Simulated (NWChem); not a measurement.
Molecule: LiH; SMILES [LiH]

```xyz
2

Li     0.0000     0.0000     0.4011
H      0.0000     0.0000    -1.2032
```
Atoms are numbered in this order, from 1.

Program: NWChem. The geometry was optimised at PBE-D3(BJ)/def2-SVP. Total energies compare along this basis series because the functional is fixed.

```json
[
 {"level": "PBE/STO-3G", "basis functions": "6", "energy (Ha)": "-7.9205", "highest occupied level (eV)": "-3.84", "orbital gap (eV)": "3.25", "dipole (D)": "4.69"},
 {"level": "PBE/def2-SVP", "basis functions": "14", "energy (Ha)": "-8.0379", "highest occupied level (eV)": "-4.28", "orbital gap (eV)": "2.86", "dipole (D)": "5.43"},
 {"level": "PBE/def2-SVPD", "basis functions": "20", "energy (Ha)": "-8.0391", "highest occupied level (eV)": "-4.30", "orbital gap (eV)": "2.75", "dipole (D)": "5.64"},
 {"level": "PBE/def2-TZVP", "basis functions": "20", "energy (Ha)": "-8.0453", "highest occupied level (eV)": "-4.39", "orbital gap (eV)": "2.83", "dipole (D)": "5.63"},
 {"level": "PBE/def2-TZVPD", "basis functions": "26", "energy (Ha)": "-8.0459", "highest occupied level (eV)": "-4.37", "orbital gap (eV)": "2.78", "dipole (D)": "5.59"},
 {"level": "PBE/def2-TZVPP", "basis functions": "33", "energy (Ha)": "-8.0459", "highest occupied level (eV)": "-4.37", "orbital gap (eV)": "2.81", "dipole (D)": "5.62"},
 {"level": "PBE/def2-QZVP", "basis functions": "65", "energy (Ha)": "-8.0471", "highest occupied level (eV)": "-4.36", "orbital gap (eV)": "2.75", "dipole (D)": "5.62"}
]
```
